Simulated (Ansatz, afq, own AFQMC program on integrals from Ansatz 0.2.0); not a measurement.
Integrals from Ansatz 0.2.0, then the random walk in our own AFQMC program (afq).

```yaml
crystal:
  periodic: [false, false, false]
  atoms:
    - {symbol: Cl, position_ang: [0.000000, 0.000000, 0.000000]}
basis:
  gaussian: {orbitals: 6-31G}
total_charge: 1
magnetization: {spin_polarized: false, initial_magnetization: 2}
correlation: {method: ccsd_t, electrons: outside_noble_gas, hamiltonian_folder: ham}
```

```sh
$ ansatz run in.yaml --threads 1 --pin off --events-out ev --progress --plain --max-ram 1382MiB
```

Options of the walk:

```
--method phaseless --trial hf --walkers 400 --populations 1 --least-time 40 --time-step 0.005 --steps-per-block 20 --equilibration-blocks 112 --max-blocks 600 --target-error 0.00087 --factor-cut 1e-05 --start spin_pure --seed 3453 --taylor-order 6
```

Times are imaginary, in 1/Eh. The walk had a cap of 340 s.

```
orbitals 8  electrons 4 2  factors 29 of 59
reference energy -459.00899268 Eh
CCSD correlation -0.01685912 Eh in 7 cycles, weight of the determinant in the CISD state 0.9913
energy of the start -459.008992 Eh
 block  time / (1/Eh)  mean weight  energy / Eh
     1     0.100  0.9999  -459.012260
     2     0.200  0.9996  -459.014500
     3     0.300  1.0001  -459.016300
     4     0.400  1.0003  -459.017567
     5     0.500  1.0003  -459.019294
     8     0.800  1.0000  -459.022331
    13     1.300  1.0000  -459.024481
    49     4.900  0.9999  -459.023660
    85     8.500  1.0001  -459.025469
   121    12.100  1.0001  -459.024372
   157    15.700  1.0001  -459.025242
   193    19.300  1.0000  -459.027047
   229    22.900  1.0000  -459.025384
   265    26.500  0.9999  -459.023628
   301    30.100  1.0004  -459.025762
   313    31.300  0.9998  -459.031126
   337    33.700  1.0007  -459.025173
   349    34.900  1.0000  -459.023216
   373    37.300  0.9984  -459.025260
   409    40.900  0.9993  -459.024387
   445    44.500  0.9999  -459.024528
   481    48.100  1.0000  -459.025732
   505    50.500  0.9998  -459.025983
blocks merged  error / Eh  count
     1  0.000068  400
     2  0.000093  200
     4  0.000122  100
     8  0.000142  50
    16  0.000157  25
    32  0.000154  12
energy -459.026072 +/- 0.000157 Eh
(rows thinned)
```

Task: Estimate how long the walk took on 1 thread of Arm Neoverse V1 (shared host).

Result: 44 s of wall time.

The run passed its tests (sampling time, drift between the halves within three errors, error under three times the target), which doesn't prove that it has relaxed. The second half of the sampling lies above the first by 1.6 errors of their difference, so the energy may still be moving and its error bar be too small.

Against this walk (error 4.3 meV) on the same determinant: CCSD(T) 1.6 meV higher (within the noise), CCSDT(Q) 0.8 meV higher (within the noise), CCSDTQ 0.9 meV higher (within the noise), full CI 0.9 meV higher (within the noise), a separate phaseless walk with a CISD trial and standard settings 0.7 ± 4.3 meV higher (within the noise). The error is statistical and leaves out the bias of the constraint.

Cautions: constraint bias not in the error.

CCSDT and higher add their correlation energy to the determinant of the CCSD(T) run, since their own runs factorise the integrals more tightly (a shift of under 2 meV). A walk keeps the symmetry of its determinant, which the program's search chose and which needn't be the lowest solution, so a lower state of the same spin and another symmetry isn't excluded.
